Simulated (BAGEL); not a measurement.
# C2H6Si (SMILES CC[SiH]): a chain of runs

We compute the energy (HF/cc-pVDZ), then a single-point energy (NEVPT2(2,2)/cc-pVDZ), then a single-point energy (CASPT2(2,2)/cc-pVDZ) of C2H6Si. 

The calculation is run with BAGEL 1.2.2.

2 further runs of the same task are left out: 2 set aside as unsound or not needed.

## (1) The structure to begin with

The species is C2H6Si (9 atoms), meant as a singlet with charge 0. SMILES: `CC[SiH]`. The Si3–H9 distance was set to 2.912 Å, away from the relaxed value. At this shape a bond of the SMILES string is far longer than usual.

Bond lengths: C1–C2 1.523 Å, C2–Si3 1.891 Å, C1–H4 1.094 Å, C1–H5 1.093 Å, C1–H6 1.092 Å, C2–H7 1.095 Å, C2–H8 1.111 Å. Some angles: C1–C2–Si3 121.0°, C1–C2–H7 111.7°, C1–C2–H8 109.8°, Si3–C2–H7 110.3°, Si3–C2–H8 97.9°, C2–C1–H4 112.0°, C2–C1–H5 111.1°, C2–C1–H6 111.0°, H7–C2–H8 104.1°, H4–C1–H5 107.1°.

## (2) A single-point energy at HF/cc-pVDZ (density fitting with svp-jkfit) (run 1)

The input, input.json:

```json
{ "bagel": [

{
  "title": "molecule",
  "basis": "cc-pvdz.json",
  "df_basis": "svp-jkfit",
  "angstrom": false,
  "geometry": [
    { "atom": "C", "xyz": [     0.70492454,    -0.37188298,    -2.38419564 ] },
    { "atom": "C", "xyz": [     2.62677601,    -2.37385884,    -1.62112423 ] },
    { "atom": "Si", "xyz": [     4.61420097,    -1.98627601,     1.32231318 ] },
    { "atom": "H", "xyz": [    -0.45782395,    -0.98131966,    -3.98101422 ] },
    { "atom": "H", "xyz": [     1.64147280,     1.38064902,    -2.94695608 ] },
    { "atom": "H", "xyz": [    -0.55136539,     0.08297409,    -0.81156556 ] },
    { "atom": "H", "xyz": [     3.81276812,    -2.94266640,    -3.21869870 ] },
    { "atom": "H", "xyz": [     1.63202417,    -4.13867407,    -1.06875729 ] },
    { "atom": "H", "xyz": [     0.75796915,     0.77592155,     4.11072124 ] }
  ]
},

{
  "title": "hf"
},

{
  "title": "print",
  "file": "orbitals.molden",
  "orbitals": true
}

]}
```

The basis set cc-pVDZ is read from a file made from the Basis Set Exchange's data (not shown).

The run is started by

```
BAGEL_NUM_THREADS=1 BAGEL input.json > input.out
```

The program printed:

```text
* using 1 threads per process

  ===============================================================
  ===============================================================

  *** Geometry ***

  { "atom" : "C", "xyz" : [      0.704925,     -0.371883,     -2.384196 ] },
  { "atom" : "C", "xyz" : [      2.626776,     -2.373859,     -1.621124 ] },
  { "atom" : "Si", "xyz" : [      4.614201,     -1.986276,      1.322313 ] },
  { "atom" : "H", "xyz" : [     -0.457824,     -0.981320,     -3.981014 ] },
  { "atom" : "H", "xyz" : [      1.641473,      1.380649,     -2.946956 ] },
  { "atom" : "H", "xyz" : [     -0.551365,      0.082974,     -0.811566 ] },
  { "atom" : "H", "xyz" : [      3.812768,     -2.942666,     -3.218699 ] },
  { "atom" : "H", "xyz" : [      1.632024,     -4.138674,     -1.068757 ] },
  { "atom" : "H", "xyz" : [      0.757969,      0.775922,      4.110721 ] },

  Number of auxiliary basis functions:      386

  Since a DF basis is specified, we compute 2- and 3-index integrals:
    o Being stored without compression. Storage requirement is 0.018 GB

  Number of basis functions:       76
  Number of electrons      :       32

    * METHOD: MOLECULE                             0.15

  *** RHF ***

  === Nuclear Repulsion ===
    92.8210917910

      * DIIS with orbital gradients will be used.

  === RHF iteration (cc-pvdz.json) ===
      0       -367.83064832          0.01548701           0.04
      1       -367.94235022          0.00860357           0.04
      2       -367.96981678          0.00165341           0.04
      3       -367.97205139          0.00029827           0.04
      4       -367.97214814          0.00011345           0.04
      5       -367.97216698          0.00005128           0.04
      6       -367.97217095          0.00001541           0.04
      7       -367.97217145          0.00000713           0.04
      8       -367.97217158          0.00000273           0.04
      9       -367.97217160          0.00000134           0.04
     10       -367.97217161          0.00000060           0.04
     11       -367.97217161          0.00000028           0.04
     12       -367.97217161          0.00000012           0.04
     13       -367.97217161          0.00000004           0.04
     14       -367.97217161          0.00000002           0.04
     15       -367.97217161          0.00000001           0.04
    * SCF iteration converged.

    * Permanent dipole moment:
           (   -0.894773,     0.945164,     1.469918) a.u.

    * METHOD: HF                                   0.69

    * METHOD: PRINT                                0.02

  ===============================================================
```

It took 0.99 s on 1 thread of Arm Neoverse V1, shared host; peak memory 0.15 GiB.

## (3) A single-point energy at NEVPT2(2,2)/cc-pVDZ (density fitting with svp-jkfit) (run 2)

input.json: that of step 2 with these lines changed.

```diff
@@ -6,3 +6,3 @@
   "df_basis": "svp-jkfit",
-  "angstrom": false,
+  "angstrom": "false",
   "geometry": [
@@ -25,5 +25,16 @@
 {
+  "title": "nevpt2",
+  "nstate": 1,
+  "nact": 2,
+  "nclosed": 15,
+  "active": [16, 18],
+  "maxiter": 200,
+  "natocc": "true",
+  "ncore": 7
+},
+
+{
   "title": "print",
   "file": "orbitals.molden",
-  "orbitals": true
+  "orbitals": "true"
 }
```

The basis set cc-pVDZ is read from a file made from the Basis Set Exchange's data (not shown).

The run is started by

```
BAGEL_NUM_THREADS=1 BAGEL input.json > input.out
```

The program printed:

```text
* using 1 threads per process

  ===============================================================
  ===============================================================

  *** Geometry ***

  { "atom" : "C", "xyz" : [      0.704925,     -0.371883,     -2.384196 ] },
  { "atom" : "C", "xyz" : [      2.626776,     -2.373859,     -1.621124 ] },
  { "atom" : "Si", "xyz" : [      4.614201,     -1.986276,      1.322313 ] },
  { "atom" : "H", "xyz" : [     -0.457824,     -0.981320,     -3.981014 ] },
  { "atom" : "H", "xyz" : [      1.641473,      1.380649,     -2.946956 ] },
  { "atom" : "H", "xyz" : [     -0.551365,      0.082974,     -0.811566 ] },
  { "atom" : "H", "xyz" : [      3.812768,     -2.942666,     -3.218699 ] },
  { "atom" : "H", "xyz" : [      1.632024,     -4.138674,     -1.068757 ] },
  { "atom" : "H", "xyz" : [      0.757969,      0.775922,      4.110721 ] },

  Number of auxiliary basis functions:      386

  Since a DF basis is specified, we compute 2- and 3-index integrals:
    o Being stored without compression. Storage requirement is 0.018 GB

  Number of basis functions:       76
  Number of electrons      :       32

    * METHOD: MOLECULE                             0.15

  *** RHF ***

  === Nuclear Repulsion ===
    92.8210917910

      * DIIS with orbital gradients will be used.

  === RHF iteration (cc-pvdz.json) ===
      0       -367.83064832          0.01548701           0.03
      1       -367.94235022          0.00860357           0.03
      2       -367.96981678          0.00165341           0.04
      3       -367.97205139          0.00029827           0.04
      4       -367.97214814          0.00011345           0.04
      5       -367.97216698          0.00005128           0.04
      6       -367.97217095          0.00001541           0.04
      7       -367.97217145          0.00000713           0.04
      8       -367.97217158          0.00000273           0.04
      9       -367.97217160          0.00000134           0.03
     10       -367.97217161          0.00000060           0.03
     11       -367.97217161          0.00000028           0.03
     12       -367.97217161          0.00000012           0.03
     13       -367.97217161          0.00000004           0.03
     14       -367.97217161          0.00000002           0.03
     15       -367.97217161          0.00000001           0.03
    * SCF iteration converged.

    * Permanent dipole moment:
           (   -0.894773,     0.945164,     1.469918) a.u.

    * METHOD: HF                                   0.67

    * freezing 7 orbitals
  ---------------------------
      CASSCF calculation
  ---------------------------

    ==== Active orbitals : =====
         Orbital 16
         Orbital 18
    ============================

    * nstate   :      1
    * nclosed  :     15
    * nact     :      2
    * nvirt    :     59
  === CASSCF iteration (cc-pvdz.json) ===

    * Using the second-order algorithm

      0  0      -368.00181148     5.16e-03      0.01

      1  0      -368.02253859     1.45e-03      0.21

      2  0      -368.02413139     5.54e-04      0.24

      3  0      -368.02429364     2.41e-04      0.24

      4  0      -368.02431795     9.58e-05      0.25

      5  0      -368.02432165     3.73e-05      0.25

      6  0      -368.02432221     1.45e-05      0.24

      7  0      -368.02432230     5.61e-06      0.24

      8  0      -368.02432231     2.17e-06      0.25

      9  0      -368.02432231     8.41e-07      0.25

     10  0      -368.02432231     3.25e-07      0.23

     11  0      -368.02432231     1.26e-07      0.24

     12  0      -368.02432231     4.88e-08      0.22

     13  0      -368.02432231     1.89e-08      0.21

     14  0      -368.02432231     7.31e-09      0.20

    * Second-order optimization converged. *

     guess   0:   closed 1.                   open ..

  === FCI iteration ===

      0  0      -367.96029379     7.37e-02      0.00
      1  0      -368.01740302     2.22e-02      0.00
      2  0 *    -368.02432231     1.76e-16      0.00

     * ci vector, state   0, <S^2> = 0.0000
       2.     0.9145579479
       .2    -0.4044548924

  === DF-NEVPT2 calculation ===

    * 3-index integral transformation done
    * assembly done

      NEVPT2 correlation energy:   -0.3586572135      0.11

          (+0)     -0.3268568371
          (+0)'    -0.0076117607
          (+1)     -0.0059308227
          (+1)'    -0.0000000000
          (+2)     -0.0004329266
          (-1)     -0.0160717219
          (-1)'     0.0000000000
          (-2)     -0.0017531444

      NEVPT2 total energy:       -368.3829795250

    * METHOD: NEVPT2                               3.57

    * METHOD: PRINT                                0.01

  ===============================================================
```

It took 4.5 s on 1 thread of Arm Neoverse V1, shared host; peak memory 0.15 GiB.

## (4) A single-point energy at CASPT2(2,2)/cc-pVDZ (density fitting with svp-jkfit) (run 3)

The input, input.json:

```json
{ "bagel" : [

{
  "title" : "molecule",
  "basis" : "cc-pvdz.json",
  "df_basis" : "svp-jkfit",
  "angstrom" : false,
  "geometry" : [
    { "atom" : "C", "xyz" : [     0.70492454,    -0.37188298,    -2.38419564 ] },
    { "atom" : "C", "xyz" : [     2.62677601,    -2.37385884,    -1.62112423 ] },
    { "atom" : "Si", "xyz" : [     4.61420097,    -1.98627601,     1.32231318 ] },
    { "atom" : "H", "xyz" : [    -0.45782395,    -0.98131966,    -3.98101422 ] },
    { "atom" : "H", "xyz" : [     1.64147280,     1.38064902,    -2.94695608 ] },
    { "atom" : "H", "xyz" : [    -0.55136539,     0.08297409,    -0.81156556 ] },
    { "atom" : "H", "xyz" : [     3.81276812,    -2.94266640,    -3.21869870 ] },
    { "atom" : "H", "xyz" : [     1.63202417,    -4.13867407,    -1.06875729 ] },
    { "atom" : "H", "xyz" : [     0.75796915,     0.77592155,     4.11072124 ] }
  ]
},

{
  "title" : "hf"
},

{
  "title" : "casscf",
  "nstate" : 1,
  "nact" : 2,
  "nclosed" : 15,
  "active" : [16, 18],
  "maxiter" : 200,
  "natocc" : true
},

{
  "title" : "print",
  "file" : "orbitals.molden",
  "orbitals" : true
},

{
  "title" : "smith",
  "method" : "caspt2",
  "ms" : true,
  "xms" : true,
  "sssr" : true,
  "shift" : 0.2,
  "shift_imag" : true,
  "ncore" : 7
}

]}
```

The basis set cc-pVDZ is read from a file made from the Basis Set Exchange's data (not shown).

The run is started by

```
BAGEL_NUM_THREADS=1 BAGEL input.json > input.out
```

The program printed:

```text
* using 1 threads per process

  ===============================================================
  ===============================================================

  *** Geometry ***

  { "atom" : "C", "xyz" : [      0.704925,     -0.371883,     -2.384196 ] },
  { "atom" : "C", "xyz" : [      2.626776,     -2.373859,     -1.621124 ] },
  { "atom" : "Si", "xyz" : [      4.614201,     -1.986276,      1.322313 ] },
  { "atom" : "H", "xyz" : [     -0.457824,     -0.981320,     -3.981014 ] },
  { "atom" : "H", "xyz" : [      1.641473,      1.380649,     -2.946956 ] },
  { "atom" : "H", "xyz" : [     -0.551365,      0.082974,     -0.811566 ] },
  { "atom" : "H", "xyz" : [      3.812768,     -2.942666,     -3.218699 ] },
  { "atom" : "H", "xyz" : [      1.632024,     -4.138674,     -1.068757 ] },
  { "atom" : "H", "xyz" : [      0.757969,      0.775922,      4.110721 ] },

  Number of auxiliary basis functions:      386

  Since a DF basis is specified, we compute 2- and 3-index integrals:
    o Being stored without compression. Storage requirement is 0.018 GB

  Number of basis functions:       76
  Number of electrons      :       32

    * METHOD: MOLECULE                             0.15

  *** RHF ***

  === Nuclear Repulsion ===
    92.8210917910

      * DIIS with orbital gradients will be used.

  === RHF iteration (cc-pvdz.json) ===
      0       -367.83064832          0.01548701           0.04
      1       -367.94235022          0.00860357           0.03
      2       -367.96981678          0.00165341           0.04
      3       -367.97205139          0.00029827           0.04
      4       -367.97214814          0.00011345           0.04
      5       -367.97216698          0.00005128           0.04
      6       -367.97217095          0.00001541           0.04
      7       -367.97217145          0.00000713           0.04
      8       -367.97217158          0.00000273           0.04
      9       -367.97217160          0.00000134           0.04
     10       -367.97217161          0.00000060           0.04
     11       -367.97217161          0.00000028           0.04
     12       -367.97217161          0.00000012           0.04
     13       -367.97217161          0.00000004           0.04
     14       -367.97217161          0.00000002           0.03
     15       -367.97217161          0.00000001           0.04
    * SCF iteration converged.

    * Permanent dipole moment:
           (   -0.894773,     0.945164,     1.469918) a.u.

    * METHOD: HF                                   0.68

  ---------------------------
      CASSCF calculation
  ---------------------------

    ==== Active orbitals : =====
         Orbital 16
         Orbital 18
    ============================

    * nstate   :      1
    * nclosed  :     15
    * nact     :      2
    * nvirt    :     59
  === CASSCF iteration (cc-pvdz.json) ===

    * Using the second-order algorithm

      0  0      -368.00181148     5.16e-03      0.01

      1  0      -368.02253859     1.45e-03      0.21

      2  0      -368.02413139     5.54e-04      0.24

      3  0      -368.02429364     2.41e-04      0.24

      4  0      -368.02431795     9.58e-05      0.24

      5  0      -368.02432165     3.73e-05      0.26

      6  0      -368.02432221     1.45e-05      0.25

      7  0      -368.02432230     5.61e-06      0.25

      8  0      -368.02432231     2.17e-06      0.25

      9  0      -368.02432231     8.41e-07      0.24

     10  0      -368.02432231     3.25e-07      0.23

     11  0      -368.02432231     1.26e-07      0.23

     12  0      -368.02432231     4.88e-08      0.21

     13  0      -368.02432231     1.89e-08      0.21

     14  0      -368.02432231     7.31e-09      0.20

    * Second-order optimization converged. *

     guess   0:   closed 1.                   open ..

  === FCI iteration ===

      0  0      -367.96029379     7.37e-02      0.00
      1  0      -368.01740302     2.22e-02      0.00
      2  0 *    -368.02432231     1.76e-16      0.00

     * ci vector, state   0, <S^2> = 0.0000
       2.     0.9145579479
       .2    -0.4044548924

    * METHOD: CASSCF                               3.37

    * METHOD: PRINT                                0.01

  === SMITH program ===

    * freezing 7 orbitals

    * Approximate memory requirement for SMITH calulation per MPI process:
      o Storage requirement for T-amplitude, lambda, and residual is 0.01 GB
      o Storage requirement for MO integrals is 0.00 GB
    * Calculating and saving rdm4f

    * Zeroth order energy : state  0       -0.4029164440

    * CASPT2 iteration is performed using orthogonal basis

      -------------------------------------------  CASPT2 iteration  ---------------------------------------------------
       #      aibj      arbs      arbi      airj      risj      airs      arst      rist         Etot      error   time
      ------------------------------------------------------------------------------------------------------------------

       0  -0.32489  -0.00216  -0.01686  -0.00645  -0.00069  -0.00706  -0.00000   0.00000   -0.3581217  0.0006511   0.05
       1  -0.32492  -0.00216  -0.01687  -0.00648  -0.00072  -0.00718  -0.00000  -0.00000   -0.3583378  0.0001160   0.04
       2  -0.32492  -0.00217  -0.01687  -0.00649  -0.00072  -0.00719  -0.00000  -0.00000   -0.3583449  0.0000184   0.04
       3  -0.32492  -0.00217  -0.01687  -0.00648  -0.00072  -0.00719  -0.00000  -0.00000   -0.3583451  0.0000031   0.04
       4  -0.32492  -0.00217  -0.01687  -0.00648  -0.00072  -0.00719   0.00000  -0.00000   -0.3583451  0.0000004   0.04

      ------------------------------------------------------------------------------------------------------------------

    * CASPT2 energy : state  0     -368.3854454528
        w/o shift correction       -368.3826674406
        reference weight              0.8745663567

    * METHOD: SMITH                                0.34

  ===============================================================
```

It took 4.8 s on 1 thread of Arm Neoverse V1, shared host; peak memory 0.15 GiB.

## (5) Summary of results

```
                                quantity          value
         run 1, HF/cc-pVDZ: total energy  -367.97217 Eh
        run 1, HF/cc-pVDZ: dipole moment         4.99 D
          run 1, HF/cc-pVDZ: HOMO energy       -7.34 eV
          run 1, HF/cc-pVDZ: LUMO energy       -0.05 eV
        run 1, HF/cc-pVDZ: HOMO–LUMO gap        7.29 eV
run 2, NEVPT2(2,2)/cc-pVDZ: total energy  -368.38298 Eh
run 3, CASPT2(2,2)/cc-pVDZ: total energy  -368.38545 Eh
```

What this shows: One bond (run 1, HF/cc-pVDZ) is far stretched, which a spin-restricted single reference describes badly; a broken-symmetry solution may lie lower.
